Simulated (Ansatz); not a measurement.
**How far each method lies from full CI for [H···H···CH$_{2}$], triplet**

All five atoms lie in one plane.

Geometry: a point of a hydrogen-transfer path between rigid fragments, not a stationary point.

| atom | x (Å) | y (Å) | z (Å) |
| --- | --- | --- | --- |
| H | -2.1795 | 0.0000 | 0.0000 |
| H | -1.0645 | 0.0000 | 0.0000 |
| C | 0.1735 | 0.0000 | 0.0000 |
| H | 0.5880 | 0.0000 | 0.9962 |
| H | 0.5880 | 0.0000 | -0.9962 |

Basis cc-pVDZ; Ansatz 0.2.0. Only valence electrons are correlated (noble-gas cores frozen), which leaves 8 electrons in 33 orbitals. Prefix R: restricted or restricted open-shell reference; prefix U: unrestricted. Active spaces: valence = (8e, 8o) chosen from the atoms' valence shells; pair = (4e, 4o) about the gap.

Full CI is exact within this basis and frozen core; it isn't the basis-set limit. The frozen core follows each run's orbitals, which can shift R against U totals by a few meV.

For open shells CISD and CISDTQ are restricted-active-space CI with the open shells as a complete middle space.

The UHF ⟨S²⟩ is 2.042. The T1 diagnostic (RCCSD) is 0.0279, the largest doubles amplitude (RCCSD) is 0.047 and the T1 diagnostic (UCCSD) is 0.0134.

| level | E − E(full CI) (kJ/mol) | share of correlation (%) | wall time |
| --- | --- | --- | --- |
| RHF | 459.0 | 0.00 | – |
| UHF | 427.1 | 6.94 | – |
| RMP2 | 79.3 | 82.73 | – |
| UMP2 | 79.9 | 82.58 | – |
| CISD | 29.1 | 93.66 | 0.73 s |
| RCCSD | 10.5 | 97.71 | – |
| UCCSD | 9.9 | 97.83 | – |
| RCCSD(T) | 1.8 | 99.61 | 1 s |
| UCCSD(T) | 1.8 | 99.61 | 1.1 s |
| BCCD(T) | 1.8 | 99.60 | 0.72 s |
| RCCSDT | 0.4 | 99.90 | – |
| UCCSDT | 0.4 | 99.92 | – |
| CISDTQ | 0.6 | 99.86 | 3 s (H100) |
| RCCSDT(Q) | 0.0 | 99.99 | 5.5 s |
| UCCSDT(Q) | 0.0 | 100.01 | 4.5 s |
| RCCSDTQ | 0.0 | 100.00 | 7.5 s (H100) |
| UCCSDTQ | -0.1 | 100.01 | 8 s (H100) |
| CASSCF (pair space) | 391.4 | 14.72 | – |
| NEVPT2 (pair space) | 72.2 | 84.27 | 0.21 s |
| MRCISD (pair space) | 22.9 | 95.02 | – |
| MRCISD+Q (pair space) | 1.3 | 99.72 | 0.51 s |
| CASSCF (valence space) | 277.9 | 39.45 | – |
| NEVPT2 (valence space) | 64.6 | 85.93 | 1.8 s |
| MRCISD (valence space) | 11.9 | 97.42 | – |
| MRCISD+Q (valence space) | 1.0 | 99.78 | 2.5 s |

The correlation energy at full CI, counted from RHF, is -4.757 eV. That run took 20 s on 5 threads of AMD EPYC 7R13 with a whole H100 80 GB, shared host over 418,187,200 determinants.

Times hold each run's SCF and search for its determinant on a shared host, so for small cases they say little of a method's own cost; rows without a card ran on 1 thread of AMD EPYC 7R13.

The full-CI state has the irrep B1 of C2v, in the program's axes.

Natural occupations of full CI about the gap: 1.966 1.958 1.948 0.997 0.989 0.031 0.026 0.021 0.009 0.009; effectively unpaired electrons, Σ n²(2−n)², 2.03.
